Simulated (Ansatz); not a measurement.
**C₄H₇NO: a ladder of functionals and wavefunction methods**

Aim: compute C₄H₇NO with functionals from several rungs and with coupled cluster, and see how far each lands from CCSD(T) at the basis-set limit for the atomisation energy.

Method: functionals in def2-TZVPP, the program's frozen cores in correlated methods; program: Ansatz 0.2.0, Gaussian basis.

The runs, in order: PBE-D4, r2SCAN-D4, PBE0-D4, B3LYP-D4, ωB97X-V, ωB97M-V, B2PLYP; CCSD(T)/def2-TZVPP; MP2/def2-QZVPP; extrapolation to the limit.

### 1 The geometry

An earlier PBE0-D4 in a triple-zeta def2 set relaxation fixed the geometry.

SMILES `CCN=C=CO`, 13 atoms, charge 0, spin multiplicity 1.

Atoms are counted from 1 here; the program's logs count them from 0.

Bond lengths: C1–C2 1.515 Å, C1–H7 1.092 Å, C1–H8 1.092 Å, C1–H9 1.091 Å, C2–N3 1.459 Å, C2–H10 1.097 Å, C2–H11 1.094 Å, N3–C4 1.223 Å, C4–C5 1.311 Å, C5–O6 1.373 Å, C5–H12 1.081 Å, O6–H13 0.961 Å. Angles: C2–C1–H7 110.9°, C2–C1–H8 110.3°, C2–C1–H9 110.6°, H7–C1–H8 108.2°, H7–C1–H9 108.2°, H8–C1–H9 108.6°, C1–C2–N3 110.1°, C1–C2–H10 111.1°, C1–C2–H11 109.6°, N3–C2–H10 111.3°, N3–C2–H11 106.5°, H10–C2–H11 108.0°, C2–N3–C4 121.2°, N3–C4–C5 174.1°, C4–C5–O6 126.0°, C4–C5–H12 120.5°, O6–C5–H12 113.4°, C5–O6–H13 109.2°.

Geometry (Å):

```xyz
13

C     1.2522   -1.6778    0.4309
C    -0.1694   -1.2551    0.1213
N    -0.1705   -0.1879   -0.8741
C    -0.6846    0.8965   -0.6387
C    -1.2052    2.0927   -0.5136
O    -0.5651    3.2058   -0.0262
H     1.8089   -0.8619    0.8971
H     1.2539   -2.5271    1.1173
H     1.7740   -1.9673   -0.4829
H    -0.6983   -0.9512    1.0325
H    -0.7133   -2.0944   -0.3221
H    -2.2365    2.2732   -0.7837
H     0.3743    3.0197    0.0570
```

### 2 PBE-D4 (GGA)

The input, in.yaml:

```yaml
crystal:
  periodic: [false, false, false]
  atoms:
    - {symbol: C, position_ang: [1.252177, -1.677847, 0.430931]}
    - {symbol: C, position_ang: [-0.169389, -1.255073, 0.121261]}
    - {symbol: N, position_ang: [-0.170490, -0.187883, -0.874148]}
    - {symbol: C, position_ang: [-0.684630, 0.896475, -0.638670]}
    - {symbol: C, position_ang: [-1.205242, 2.092680, -0.513582]}
    - {symbol: O, position_ang: [-0.565081, 3.205825, -0.026204]}
    - {symbol: H, position_ang: [1.808869, -0.861853, 0.897062]}
    - {symbol: H, position_ang: [1.253933, -2.527112, 1.117270]}
    - {symbol: H, position_ang: [1.774013, -1.967262, -0.482919]}
    - {symbol: H, position_ang: [-0.698264, -0.951201, 1.032519]}
    - {symbol: H, position_ang: [-0.713318, -2.094386, -0.322050]}
    - {symbol: H, position_ang: [-2.236464, 2.273240, -0.783669]}
    - {symbol: H, position_ang: [0.374287, 3.019694, 0.057001]}
basis:
  gaussian: {orbitals: def2-TZVPP}
hamiltonian: {xc: pbe, dispersion: d4}
output: {forces: true, orbitals: {seedname: orbitals}}
```

The run is started by

```
ansatz run in.yaml --threads 4 --pin off --events-out ev --progress --plain --max-ram 10444MiB
```

After this run come: r2SCAN-D4 (meta-GGA); PBE0-D4 (hybrid); B3LYP-D4 (hybrid); ωB97X-V (range-separated); ωB97M-V (range-separated); B2PLYP (double hybrid); CCSD(T) in def2-TZVPP; MP2 in def2-QZVPP.

Q: Predict the results of all the runs planned. Wanted: atomisation energy, CCSD(T)/CBS; farthest; mean size of error, hybrid; mean size of error, range-separated; gap, smallest and largest; T1 diagnostic; triples share of the correlation energy.

As calculated:

| quantity | value |
| --- | --- |
| atomisation energy, CCSD(T)/CBS | 54.787 eV |
| functionals within 0.274 eV (0.5 %) | ωB97X-V, B2PLYP |
| farthest | PBE-D4 (+2.198 eV) |
| mean size of error, hybrid | 0.519 eV |
| mean size of error, range-separated | 0.256 eV |
| gap, smallest and largest | 3.00 eV (PBE-D4), 9.82 eV (ωB97X-V) |
| T1 diagnostic | 0.0128 |
| triples share of the correlation energy | 4.3 % |

**Reading.** PBE-D4 is off by +2.198 eV. Double hybrids carry the basis error of their MP2 part in triple zeta, and no dispersion term here, so their miss is partly the set-up's. The reference freezes the cores and leaves out relativity and excitations past (T), so misses under about 0.274 eV can't be ranked. Hartree-Fock recovers 70 % of the binding; the rest is correlation. Orbital gaps span 3.0 to 9.8 eV; exact exchange widens them.
